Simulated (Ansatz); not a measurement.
I need a ladder of methods at one geometry of CH₃NS₂, SMILES N=C(S)S. Use the Ansatz DFT code, driven from Python. Use (for the species named): r2SCAN, cc-pVDZ basis, multiplicity 1. The script varies functional: r2scan, lda, r2scan0, b3lyp.

```tsv
atom	x (Å)	y (Å)	z (Å)
N	1.2683	-1.2327	0.2036
C	0.3271	-0.2658	0.1424
S	0.0323	0.8034	1.4664
S	-0.5590	-0.0473	-1.2835
H	1.1970	-1.6915	-0.7227
H	-1.1808	1.1791	1.1531
H	-1.0236	1.1867	-1.0050
```

`run_methods.py`
```python
"""One geometry of CH3NS2, method by method."""

from pathlib import Path

import ansatz as az
import numpy as np

GEOMETRY = """
N     1.26830   -1.23270    0.20360
C     0.32710   -0.26580    0.14240
S     0.03230    0.80340    1.46640
S    -0.55900   -0.04730   -1.28350
H     1.19700   -1.69150   -0.72270
H    -1.18080    1.17910    1.15310
H    -1.02360    1.18670   -1.00500
"""


def main() -> None:
    molecule = az.Crystal.molecule()
    for line in GEOMETRY.strip().splitlines():
        symbol, *xyz = line.split()
        molecule = molecule.atom(symbol, [float(v) for v in xyz])

    setup = molecule.calculation().basis(gaussian="cc-pVDZ")

    print("functional    E (Ha)        dipole (D)   HOMO (eV)  LUMO (eV)")
    for name in ["r2scan", "lda", "r2scan0", "b3lyp"]:
        report = setup.functional(name).forces().orbitals().run(runs_dir="runs").report
        lines = Path(report["orbitals_path"]).read_text().splitlines()
        field_of = lambda key: [line.split("=")[1].strip() for line in lines if line.startswith(key)]
        orbitals = [(27.211386 * float(e), s, float(n)) for e, s, n in zip(field_of("Ene="), field_of("Spin="), field_of("Occup="))]
        homo = max(e for e, _, n in orbitals if n > 0.5)
        lumo = min(e for e, _, n in orbitals if n < 0.5)
        dipole = 4.803205 * np.linalg.norm(report["charge_distribution"]["dipole_moment_e_ang"])
        print(f"{name:10s} {report['free_energy_ev'] / 27.211386246:14.6f} {dipole:9.3f} {homo:11.3f} {lumo:10.3f}")


if __name__ == "__main__":
    main()
```

Output of `python run_methods.py`:
```text
functional    E (Ha)        dipole (D)   HOMO (eV)  LUMO (eV)
r2scan        -890.912128     3.252      -6.156     -1.476
lda           -887.459871     3.174      -5.965     -1.734
r2scan0       -890.886108     3.356      -7.267     -0.584
b3lyp         -891.044764     3.174      -6.776     -0.795
```

These settings explore the input space; basis and method may be short of convergence. The geometry is a force-field or estimated start, not a minimum of this method, and the basis set is short of its limit. A lower total doesn't mark the better method: functionals have no common bound, and MP2 and coupled cluster aren't variational. b3lyp holds the VWN-RPA fit, as in Gaussian; the form of ORCA and Turbomole is b3lyp5. Levels such as HOMO and LUMO are orbital energies: with these approximate functionals they aren't the ionisation energy and electron affinity, and their gap isn't the fundamental gap. For Al to Cl the sets with a tight d function, cc-pV(X+d)Z, are usual. The whole script took 15 s on 1 thread of Arm Neoverse V2 (shared host), peak memory 0.24 GiB.
